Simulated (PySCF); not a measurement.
Question: Write a Z-matrix for InChI=1S/C4H9O/c1-3-5-4-2/h3H,4H2,1-2H3 as optimised with PBE0-D3(BJ)/def2-SVP. (Doublet state.)

Answer: 
Z-matrix in Å and degrees, rows numbered from 1:
```
C 
C   1  1.4800
O   2  1.3543  1  115.17
C   3  1.4083  2  116.06  1  -178.96
C   4  1.5148  3  112.58  2    75.57
H   1  1.1092  2  112.54  3   -66.58
H   1  1.0995  2  110.53  3   172.99
H   1  1.1022  2  110.76  3    52.84
H   2  1.1009  1  120.93  3   147.58
H   4  1.1006  3  105.87  2  -163.37
H   4  1.1079  3  109.63  2   -47.89
H   5  1.1003  4  110.48  3    57.79
H   5  1.1004  4  110.78  3   -61.91
H   5  1.1006  4  110.60  3   177.90
```

C2 (carbon bonded to C, O and H) has angles 120.9°, 115.9° and 115.2°, sum 352.0°, 0.21 Å off the plane of its three neighbours. The 2 C–C bonds span 1.480 Å (C1–C2, drawn single) to 1.515 Å (C4–C5, drawn single), a spread of 0.035 Å. The 2 C–O bonds span 1.354 Å (C2–O3, drawn single) to 1.408 Å (O3–C4, drawn single), a spread of 0.054 Å. Of the pairs four or more bonds apart, H9···H11 is among the closest relative to their van der Waals radii: 2.27 Å, 95 % of the sum of Bondi's values.

Method used: PySCF, PBE0-D3(BJ)/def2-SVP geometry optimisation, gas phase.

Point group: C1 (no symmetry element, even within 0.4 Å). Whether it is a minimum is left open (no frequencies). ⟨S²⟩ = 0.754 (exact for a doublet: 0.75). Torsions: C1–C2–O3–C4 -179°, C2–O3–C4–C5 76°.

The run took 62 s of wall time on an Arm Neoverse V2 with one thread (shared host). That covers the optimisation of the geometry.

One conformer stands for the species.
